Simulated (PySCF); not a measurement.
# H4SSi (sulfanylsilane): the cost of one run

The runs use PySCF 2.14.0, with density-fitted response routines of our own; the level of theory stands in each step. All values are computed, except where a source is named. Atoms are numbered from 0 throughout.

### Step 1. The starting structure

6 atoms, charge 0, multiplicity 1; geometry from: PBE0-D3(BJ)/def2-SVP.

Bonds of the start (Å): Si0–S1 2.15, Si0–H2 1.49, Si0–H3 1.49, Si0–H4 1.49, S1–H5 1.35.

### Step 2. TDDFT and polarisability: CAM-B3LYP/def2-SVPD

What the job is given:

```
{"job": {"kind": "uv", "xc": "CAM-B3LYP", "basis": "def2-SVPD", "ip": true}, "charge": 0, "multiplicity": 1}
Si    -0.494789    -0.117101     0.001718
S      1.468327     0.731784    -0.193556
H     -0.720892    -0.690945     1.361961
H     -1.428256     1.021715    -0.225762
H     -0.745382    -1.185646    -1.011297
H      2.121227    -0.429046     0.034864
```

Method: TDDFT CAM-B3LYP/def2-SVPD, vertical, gas phase, core orbitals frozen in the response.

Command:

```sh
> OMP_NUM_THREADS=1 python probes_run.py task.json out
```

This one command runs all jobs of the session in turn.

Q: Estimate the wall time and peak memory of this first job on 1 thread of Arm Neoverse V1, shared host.

About 6.2 s, with a peak of 0.36 GiB.
